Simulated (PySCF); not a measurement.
## `C[C@@H]1S[C@H]1C`, C₄H₈S

Cartesian coordinates in Å; atom numbers follow the order of the lines, from 1:
```xyz
13

C     1.5439    1.1297   -0.0328
C     0.7487   -0.1407    0.0134
S     0.3610   -0.9824   -1.5461
C    -0.6898   -0.1509   -0.3233
C    -1.6621   -0.9730    0.4686
H     1.4193    1.6883    0.9005
H     1.2156    1.7578   -0.8627
H     2.6080    0.9242   -0.1631
H     1.0381   -0.8375    0.7969
H    -1.0785    0.7964   -0.6904
H    -1.2113   -1.9223    0.7628
H    -2.5604   -1.1895   -0.1126
H    -1.9656   -0.4339    1.3719
```

Computed with TDDFT CAM-B3LYP/def2-TZVPD circular dichroism and optical rotation, one conformer, IEF-PCM methanol (non-equilibrium linear response, no local-field factor) (PySCF 2.14.0). Geometry: PBE0-D3(BJ)/def2-TZVP.

States above about 8.0 eV (minus the energy of the highest occupied orbital) lie near or above the ionisation threshold and depend on the basis.

What are the CIP labels of the stereocentres?

C2 S, C4 S.

Which excitations and rotatory strengths does the calculation give?

Rotatory strengths R in 10⁻⁴⁰ esu² cm², velocity form and length form (origin at the centre of mass); f in length form.
```csv
state,E (eV),λ (nm),f,R (velocity),R (length),main
1,4.87,255,2e-05,+2.3,+2.1,"HOMO→LUMO 0.77, HOMO→LUMO+4 0.12"
2,6.02,206,0.046,+4.4,+4.5,HOMO→LUMO+1 0.84
3,6.58,188,0.035,+17.9,+17.5,"HOMO→LUMO+2 0.68, HOMO→LUMO+1 0.09"
4,6.68,186,0.066,-7.1,-7.1,"HOMO→LUMO+3 0.75, HOMO→LUMO+4 0.14"
5,7.08,175,0.002,-5.4,-5.5,"HOMO→LUMO+4 0.47, HOMO→LUMO+3 0.20"
6,7.22,172,0.066,-27.0,-27.0,HOMO−1→LUMO 0.79
7,7.37,168,0.078,+30.0,+29.8,HOMO−2→LUMO 0.74
8,7.76,160,0.038,-40.3,-40.2,"HOMO→LUMO+5 0.34, HOMO→LUMO+2 0.22"
9,7.91,157,0.027,-40.2,-40.3,"HOMO→LUMO+9 0.38, HOMO→LUMO+5 0.30"
10,7.95,156,0.054,+14.2,+14.1,"HOMO→LUMO+6 0.41, HOMO→LUMO+7 0.25"
11,8.00,155,0.066,-50.2,-50.3,"HOMO−2→LUMO+1 0.52, HOMO−2→LUMO+2 0.25"
12,8.11,153,0.103,+77.0,+77.4,"HOMO−1→LUMO+1 0.48, HOMO→LUMO+7 0.22"
```

Among the states computed, the strongest CD band (largest |R|) is state 12. The largest dissymmetry factor in size, g = 4R/(D+G), with D and G the electric and magnetic dipole strengths, is +0.6 for state 1 (velocity form, f = 3e-05), among bands with |R| over 0.5. The mirror image has the same energies and oscillator strengths and all R with the opposite sign.
